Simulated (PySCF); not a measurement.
The first ionisation energy along the third row

Calculated with PySCF 2.14 from differences of total energies of unrestricted determinants, without spin-orbit coupling. Values in eV. The last column holds reference values (NIST; (s) semi-empirical, (t) theoretical, else measured). Unmarked ones compare directly (S terms, centres of terms, or small fine structure); those marked * lie between the lowest fine-structure levels and include a spin-orbit shift.

```json
{"element": "Mg (cc-pVTZ, non-relativistic)", "configurations": "[Ne] 3s2 → [Ne] 3s1", "UHF": "6.607", "MP2 (valence)": "7.248", "SCS-MP2 (valence)": "7.376", "CCSD (valence)": "7.525", "CCSD(T) (valence)": "7.525", "reference": "7.646"}
{"element": "Al (cc-pV(T+d)Z, non-relativistic)", "configurations": "[Ne] 3s2 3p1 → [Ne] 3s2", "UHF": "5.598", "MP2 (valence)": "5.818", "SCS-MP2 (valence)": "5.803", "CCSD (valence)": "5.912", "CCSD(T) (valence)": "5.943", "reference": "5.977"}
{"element": "Si (cc-pV(T+d)Z, non-relativistic)", "configurations": "[Ne] 3s2 3p2 → [Ne] 3s2 3p1", "UHF": "7.640", "MP2 (valence)": "8.042", "SCS-MP2 (valence)": "7.957", "CCSD (valence)": "8.071", "CCSD(T) (valence)": "8.109", "reference": "8.157"}
{"element": "P (cc-pV(T+d)Z, non-relativistic)", "configurations": "[Ne] 3s2 3p3 → [Ne] 3s2 3p2", "UHF": "9.912", "MP2 (valence)": "10.482", "SCS-MP2 (valence)": "10.307", "CCSD (valence)": "10.416", "CCSD(T) (valence)": "10.458", "reference": "10.526"}
{"element": "S (cc-pV(T+d)Z, non-relativistic)", "configurations": "[Ne] 3s2 3p4 → [Ne] 3s2 3p3", "UHF": "9.235", "MP2 (valence)": "9.960", "SCS-MP2 (valence)": "10.038", "CCSD (valence)": "10.065", "CCSD(T) (valence)": "10.096", "reference": "10.336"}
{"element": "Cl (cc-pV(T+d)Z, non-relativistic)", "configurations": "[Ne] 3s2 3p5 → [Ne] 3s2 3p4", "UHF": "11.773", "MP2 (valence)": "12.714", "SCS-MP2 (valence)": "12.712", "CCSD (valence)": "12.674", "CCSD(T) (valence)": "12.712", "reference": "12.974"}
{"element": "Ar (cc-pV(T+d)Z, non-relativistic)", "configurations": "[Ar] → [Ne] 3s2 3p5", "UHF": "14.571", "MP2 (valence)": "15.683", "SCS-MP2 (valence)": "15.580", "CCSD (valence)": "15.500", "CCSD(T) (valence)": "15.541", "reference": "15.819"}
```

| method | elements | mean error (eV) | mean absolute error (eV) | largest error (eV) |
| --- | --- | --- | --- | --- |
| UHF | 7 | -0.871 | 0.871 | -1.248 |
| MP2 (valence) | 7 | -0.212 | 0.212 | -0.398 |
| SCS-MP2 (valence) | 7 | -0.237 | 0.237 | -0.298 |
| CCSD (valence) | 7 | -0.182 | 0.182 | -0.319 |
| CCSD(T) (valence) | 7 | -0.150 | 0.150 | -0.278 |

Errors include the incompleteness of the basis and the frozen core.

"Valence" correlates the outer s and p shells and, in groups 3 to 12 and the f block, the outer d or f shell, open or full, or the next shell where the ion has no valence electron left; the wider scheme adds the next inner shell.
